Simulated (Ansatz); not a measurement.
Reaction (silylene formation by 1,1-elimination): `B[SiH2]C` → BH₃ + `C[SiH]`

Computed with Ansatz on PBE0-D4/def2-TZVP structures; ΔE is electronic, products minus reactants. CBS: MP2 limit from def2 TZ/QZ plus the TZ coupled-cluster correction, frozen cores. This one scheme is used for every species. DFT in def2-TZVPP. B3LYP here is the variant with VWN-RPA as its local correlation; programs differ in this. HSE06 is defined as in plane-wave codes.

```
             level  ΔE (kJ/mol)  difference from CCSD(T)/CBS
       LDA (SPW92)        251.5                         37.4
            PBE-D4        224.7                         10.6
         revPBE-D4        217.5                          3.4
           BLYP-D4        200.0                        -14.1
            B97M-V        219.4                          5.3
           PBE0-D4        230.9                         16.8
          B3LYP-D4        209.1                         -5.0
        r2SCANh-D4        236.0                         21.9
          HSE06-D4        230.6                         16.5
          BHLYP-D4        216.3                          2.2
      CAM-B3LYP-D4        216.2                          2.1
           ωB97X-V        225.8                         11.7
           ωB97M-V        207.7                         -6.4
            B2PLYP        207.8                         -6.3
          PBE-QIDH        230.9                         16.8
               PBE        219.2                          5.1
            revPBE        204.9                         -9.2
            r2SCAN        234.3                         20.2
              PBE0        226.0                         11.9
             B3LYP        200.4                        -13.7
           r2SCANh        234.3                         20.2
           r2SCAN0        234.7                         20.6
             HSE06        226.1                         12.0
             BHLYP        209.1                         -5.0
         CAM-B3LYP        211.2                         -2.9
RPA@PBE/def2-TZVPP        192.1                        -22.0
      MP2/def2-SVP        215.5                          1.4
     CCSD/def2-SVP        200.3                        -13.8
  CCSD(T)/def2-SVP        202.9                        -11.2
     HF/def2-TZVPP        194.0                        -20.1
    MP2/def2-TZVPP        219.6                          5.5
SCS-MP2/def2-TZVPP        209.5                         -4.6
   CCSD/def2-TZVPP        205.9                         -8.2
CCSD(T)/def2-TZVPP        209.0                         -5.1
     HF/def2-QZVPP        193.9                        -20.2
    MP2/def2-QZVPP        222.5                          8.4
SCS-MP2/def2-QZVPP        212.8                         -1.3
      HF/CBS(def2)        193.9                        -20.2
     MP2/CBS(def2)        224.7                         10.6
    CCSD/CBS(def2)        211.0                         -3.1
       CCSD(T)/CBS        214.1                            0
```

Largest T1 diagnostic among the species: 0.012.

At CCSD(T), def2-SVP lies −11.3 kJ/mol from the extrapolated value and def2-TZVPP −5.1 kJ/mol. From PBE to PBE0 (25 % exact exchange), in def2-TZVPP and without D4, ΔE moves by +6.9 kJ/mol.
